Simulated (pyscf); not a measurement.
Optimised with ωB97X-D3(BJ)/def2-SVP in PySCF.

**Question.** Estimate the classical barrier height and the reaction energy of HO–SiH₃ (SMILES O[SiH3]) + H• (SMILES [H]) → •O–SiH₃ (SMILES [O][SiH3]) + H₂ (SMILES [H][H]) at ωB97M-D3(BJ)/def2-TZVP. The step runs on the doublet surface, breaks H–O and forms H–H; take the separated reactants as zero.

**Answer.** ΔE‡ = 18.9 kcal/mol, ΔE = +14.4 kcal/mol. Zero-point energy shifts the barrier by -1.1 kcal/mol. It is a hydrogen abstraction, with an imaginary mode of 1011i cm⁻¹. The same reactants have a lower exit, to HO–SiH₂• + H₂ (barrier +4.9 kcal/mol at ωB97M-D3(BJ)/def2-TZVP, against +18.9 kcal/mol here). •O–SiH₃ lies 24.9 kcal/mol over its isomer HO–SiH₂• (electronic energy, ωB97M-D3(BJ)/def2-TZVP). This is the saddle that the search found; another between the same sides may lie lower. The angle at the transferred H is 158°.
